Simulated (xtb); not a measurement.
xtb input (GFN2-xTB):

```bash
xtb mol.xyz --gfn 2 --ohess tight --chrg 0 --uhf 0
```
mol.xyz:
```
6

C     -0.03640238     0.77359755    -0.03135591
C     -0.00477411    -0.74345885     0.01820855
O      1.06192124     1.36284061    -0.01404991
H     -1.03259935     1.19528969    -0.03473507
O     -1.07822845    -1.38482414     0.03148719
H      0.98169654    -1.24743627     0.00569268
```

Output:

```
           -------------------------------------------------
          |                Calculation Setup                |
           -------------------------------------------------

           -------------------------------------------------
          |                 G F N 2 - x T B                 |
           -------------------------------------------------

        Reference                      10.1021/acs.jctc.8b01176
      * Hamiltonian:
        H0-scaling (s, p, d)           1.850000    2.230000    2.230000
        zeta-weighting                 0.500000
      * Dispersion:
        s8                             2.700000
        a1                             0.520000
        a2                             5.000000
        s9                             5.000000
      * Repulsion:
        kExp                           1.500000    1.000000
        rExp                           1.000000
      * Coulomb:
        alpha                          2.000000
        third order                    shell-resolved
        anisotropic                    true
        a3                             3.000000
        a5                             4.000000
        cn-shift                       1.200000
        cn-exp                         4.000000
        max-rad                        5.000000

          ...................................................
          :                      SETUP                      :
          :.................................................:
          :  # basis functions                  18          :
          :  # atomic orbitals                  18          :
          :  # shells                           10          :
          :  # electrons                        22          :
          :  max. iterations                   250          :
          :  Hamiltonian                  GFN2-xTB          :
          :  restarted?                      false          :
          :  GBSA solvation                  false          :
          :  PC potential                    false          :
          :  electronic temp.          300.0000000     K    :
          :  accuracy                    1.0000000          :
          :  -> integral cutoff          0.2500000E+02      :
          :  -> integral neglect         0.1000000E-07      :
          :  -> SCF convergence          0.1000000E-05 Eh   :
          :  -> wf. convergence          0.1000000E-03 e    :
          :  Broyden damping             0.4000000          :
          :  net charge                          0          :
          :  unpaired electrons                  0          :
          ...................................................

 iter      E             dE          RMSdq      gap      omega  full diag
   1    -13.4187667 -0.134188E+02  0.745E+00    1.95       0.0  T
   2    -13.4388826 -0.201158E-01  0.369E+00    1.57       1.0  T
   3    -13.4358417  0.304087E-02  0.284E+00    1.82       1.0  T
   4    -13.4487921 -0.129504E-01  0.121E-01    1.66       1.0  T
   5    -13.4487974 -0.534968E-05  0.905E-02    1.67       1.0  T
   6    -13.4488236 -0.261518E-04  0.358E-02    1.67       1.1  T
[...]
   full:       -1.628      -6.974      -2.459       0.132       0.123       4.087

           -------------------------------------------------
          |                Geometry Summary                 |
           -------------------------------------------------

      molecular mass/u    :       58.0361631
   center of mass at/Å    :       -0.0180743      -0.0071769       0.0007386
  moments of inertia/u·Å² :        0.8672906E+01   0.1061590E+03   0.1148286E+03
rotational constants/cm⁻¹ :        0.1943712E+01   0.1587961E+00   0.1468069E+00

 * 2 selected distances

     #   Z          #   Z                                           value/Å
     1   6 C        3   8 O                                       1.1969693 (max)
     2   6 C        5   8 O                                       1.1969531 (min)

 * 1 distinct bonds (by element types)

   Z      Z             #   av. dist./Å        max./Å        min./Å
   6 C    8 O           2     1.1969612     1.1969693     1.1969531

           -------------------------------------------------
          |               Frequency Printout                |
           -------------------------------------------------
 projected vibrational frequencies (cm⁻¹)
eigval :       -0.00    -0.00     0.00     0.00     0.00     0.00
eigval :       87.73   335.87   569.36   688.29   976.21  1001.34
eigval :     1280.04  1331.91  1781.81  1787.54  2807.68  2818.49
 reduced masses (amu)
   1: 15.44   2: 13.30   3: 13.98   4: 14.22   5: 14.50   6:  7.10   7: 11.41   8: 11.89
   9: 14.38  10:  3.79  11:  6.82  12: 11.05  13:  3.05  14:  2.74  15: 13.62  16: 13.32
  17:  1.66  18:  1.82
 IR intensities (km·mol⁻¹)
   1:  0.00   2:  0.00   3:  0.00   4:  0.00   5:  0.00   6:  0.01   7: 32.72   8: 45.29
   9:  0.00  10:  2.23  11:  0.01  12:  0.00  13: 41.49  14:  0.00  15:241.73  16:  0.03
  17:  0.21  18:135.17
 Raman intensities (Ä⁴*amu⁻¹)
   1:  0.00   2:  0.00   3:  0.00   4:  0.00   5:  0.00   6:  0.00   7:  0.00   8:  0.00
   9:  0.00  10:  0.00  11:  0.00  12:  0.00  13:  0.00  14:  0.00  15:  0.00  16:  0.00
  17:  0.00  18:  0.00
 output can be read by thermo (or use thermo option).
 writing <g98.out> molden fake output.
 recommended (thermochemical) frequency scaling factor: 1.0
           -------------------------------------------------
Molecule has the following symmetry elements: (i) (C2) (sigma)
It seems to be the C2h point group
Note: The following floating-point exceptions are signalling: IEEE_DENORMAL
normal termination of xtb
          |             Thermodynamic Functions             |
           -------------------------------------------------

c2h symmetry found (for desy threshold:  0.10E+00) used in thermo

          ...................................................
          :                      SETUP                      :
          :.................................................:
          :  # frequencies                          12      :
          :  # imaginary freq.                       0      :
          :  linear?                             false      :
          :  only rotor calc.                    false      :
          :  symmetry                              c2h      :
          :  rotational number                       2      :
          :  scaling factor                  1.0000000      :
          :  rotor cutoff                   50.0000000 cm⁻¹ :
          :  imag. cutoff                  -20.0000000 cm⁻¹ :
          :.................................................:

    mode    ω/cm⁻¹     T·S(HO)/kcal·mol⁻¹    T·S(FR)/kcal·mol⁻¹   T·S(vib)
   ------------------------------------------------------------------------
       1     87.73    -1.10613 ( 90.46%)    -0.88924 (  9.54%)    -1.08544
   ------------------------------------------------------------------------

   temp. (K)  partition function   enthalpy   heat capacity  entropy
                                   cal/mol     cal/K/mol   cal/K/mol   J/K/mol
 298.15  VIB   4.09                  961.775      6.544      5.955
         ROT  0.124E+05              888.752      2.981     21.715
         INT  0.508E+05             1850.527      9.525     27.670
         TR   0.428E+27             1481.254      4.968     38.079
         TOT                        3331.7814    14.4935    65.7487   275.0926

       T/K    H(0)-H(T)+PV         H(T)/Eh          T*S/Eh         G(T)/Eh
   ------------------------------------------------------------------------
    298.15    0.530953E-02    0.405443E-01    0.312393E-01    0.930493E-02
   ------------------------------------------------------------------------

         :::::::::::::::::::::::::::::::::::::::::::::::::::::
         ::                  THERMODYNAMIC                  ::
         :::::::::::::::::::::::::::::::::::::::::::::::::::::
         :: total free energy         -13.348299368636 Eh   ::
         ::.................................................::
         :: total energy              -13.357604300598 Eh   ::
         :: zero point energy           0.035234728516 Eh   ::
         :: G(RRHO) w/o ZPVE           -0.025929796554 Eh   ::
         :: G(RRHO) contrib.            0.009304931962 Eh   ::
         :::::::::::::::::::::::::::::::::::::::::::::::::::::

optimized geometry written to: xtbopt.xyz

           -------------------------------------------------
          | TOTAL ENERGY              -13.357604300598 Eh   |
          | TOTAL ENTHALPY            -13.317060040513 Eh   |
          | TOTAL FREE ENERGY         -13.348299368636 Eh   |
          | GRADIENT NORM               0.000218523966 Eh/α |
          | HOMO-LUMO GAP               1.822619577944 eV   |
           -------------------------------------------------

------------------------------------------------------------------------
------------------------------------------------------------------------
 total:
 SCF:
 ANC optimizer:
 analytical hessian:
```
